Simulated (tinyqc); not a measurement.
CIS and TDHF on RHF in the sto-3g basis, for LiH, spin multiplicity 1, step by step. One step of it, computed by the program tinyqc.

Question. TDHF (RPA) triplet states. B(ia,jb) = - (ib|ja); the squared energies are the eigenvalues of (A - B)(A + B); 1 hartree = 27.211386 eV.

CIS matrix A, triplet (hartree), order 1>3, 1>4, 1>5, 1>6, 2>3, 2>4, 2>5, 2>6:
$$\begin{pmatrix}
2.041399 & 0.000000 & 0.000000 & -0.021134 & 0.009302 & 0.000000 & 0.000000 & 0.002443 \\
0.000000 & 2.126702 & 0.000000 & 0.000000 & 0.000000 & 0.003732 & 0.000000 & 0.000000 \\
0.000000 & 0.000000 & 2.126702 & 0.000000 & 0.000000 & 0.000000 & 0.003732 & 0.000000 \\
-0.021134 & 0.000000 & 0.000000 & 2.440243 & 0.002443 & 0.000000 & 0.000000 & -0.001201 \\
0.009302 & 0.000000 & 0.000000 & 0.002443 & 0.109419 & 0.000000 & 0.000000 & 0.055316 \\
0.000000 & 0.003732 & 0.000000 & 0.000000 & 0.000000 & 0.161471 & 0.000000 & 0.000000 \\
0.000000 & 0.000000 & 0.003732 & 0.000000 & 0.000000 & 0.000000 & 0.161471 & 0.000000 \\
0.002443 & 0.000000 & 0.000000 & -0.001201 & 0.055316 & 0.000000 & 0.000000 & 0.253344
\end{pmatrix}$$

Two-electron integrals over orbitals (pq|rs), unique and non-zero (hartree):
```
(11|11) 1.659143    (21|11) -0.100274   (21|21) 0.010573    (22|11) 0.326786
(22|21) 0.003473    (22|22) 0.460935    (31|11) -0.141069   (31|21) 0.010608
(31|22) -0.012276   (31|31) 0.021985    (32|11) 0.023206    (32|21) -0.002676
(32|22) -0.056100   (32|31) -0.000089   (32|32) 0.018438    (33|11) 0.392874
(33|21) -0.009302   (33|22) 0.214987    (33|31) 0.001171    (33|32) 0.012621
(33|33) 0.331867    (41|41) 0.009811    (42|41) 0.007284    (42|42) 0.021651
(43|41) 0.010344    (43|42) 0.019914    (43|43) 0.041337    (44|11) 0.396338
(44|21) -0.003732   (44|22) 0.251703    (44|31) -0.005051   (44|32) 0.011021
(44|33) 0.280531    (44|44) 0.312946    (51|51) 0.009811    (52|51) 0.007284
(52|52) 0.021651    (53|51) 0.010344    (53|52) 0.019914    (53|53) 0.041337
(54|54) 0.016869    (55|11) 0.396338    (55|21) -0.003732   (55|22) 0.251703
(55|31) -0.005051   (55|32) 0.011021    (55|33) 0.280531    (55|44) 0.279207
(55|55) 0.312946    (61|11) 0.068254    (61|21) -0.009396   (61|22) -0.007597
(61|31) -0.004315   (61|32) 0.002578    (61|33) 0.011727    (61|44) 0.001449
(61|55) 0.001449    (61|61) 0.010761    (62|11) -0.072657   (62|21) 0.002094
(62|22) 0.111687    (62|31) 0.003521    (62|32) -0.040987   (62|33) -0.018330
(62|44) -0.032374   (62|55) -0.032374   (62|61) 0.000540    (62|62) 0.128909
(63|11) 0.021134    (63|21) -0.002443   (63|22) -0.055316   (63|31) 0.004066
(63|32) 0.014646    (63|33) 0.036327    (63|44) 0.006207    (63|55) 0.006207
(63|61) 0.004386    (63|62) -0.036848   (63|63) 0.029114    (64|41) -0.006022
(64|42) -0.018903   (64|43) -0.012566   (64|64) 0.019568    (65|51) -0.006022
(65|52) -0.018903   (65|53) -0.012566   (65|65) 0.019568    (66|11) 0.355995
(66|21) 0.001201    (66|22) 0.433029    (66|31) -0.011007   (66|32) -0.047754
(66|33) 0.239016    (66|44) 0.261366    (66|55) 0.261366    (66|61) -0.004852
(66|62) 0.108223    (66|63) -0.045877   (66|66) 0.430830
```

Give: TDHF matrix B, triplet; squared energies w^2; TDHF energies from the positive w^2.

Answer.

TDHF matrix B, triplet (hartree), order 1>3, 1>4, 1>5, 1>6, 2>3, 2>4, 2>5, 2>6:
$$\begin{pmatrix}
-0.0220 & 0.0000 & 0.0000 & 0.0043 & 0.0001 & 0.0000 & 0.0000 & -0.0026 \\
0.0000 & -0.0098 & 0.0000 & 0.0000 & 0.0000 & -0.0073 & 0.0000 & 0.0000 \\
0.0000 & 0.0000 & -0.0098 & 0.0000 & 0.0000 & 0.0000 & -0.0073 & 0.0000 \\
0.0043 & 0.0000 & 0.0000 & -0.0108 & -0.0035 & 0.0000 & 0.0000 & -0.0005 \\
0.0001 & 0.0000 & 0.0000 & -0.0035 & -0.0184 & 0.0000 & 0.0000 & 0.0410 \\
0.0000 & -0.0073 & 0.0000 & 0.0000 & 0.0000 & -0.0217 & 0.0000 & 0.0000 \\
0.0000 & 0.0000 & -0.0073 & 0.0000 & 0.0000 & 0.0000 & -0.0217 & 0.0000 \\
-0.0026 & 0.0000 & 0.0000 & -0.0005 & 0.0410 & 0.0000 & 0.0000 & -0.1289
\end{pmatrix}$$

squared energies w^2 (hartree^2): [0.0016, 0.0256, 0.0256, 0.0603, 4.1625, 4.5227, 4.5227, 5.9601]

TDHF energies from the positive w^2 (eV): [1.1043, 4.3534, 4.3534, 6.6817, 55.5169, 57.8694, 57.8694, 66.4319]
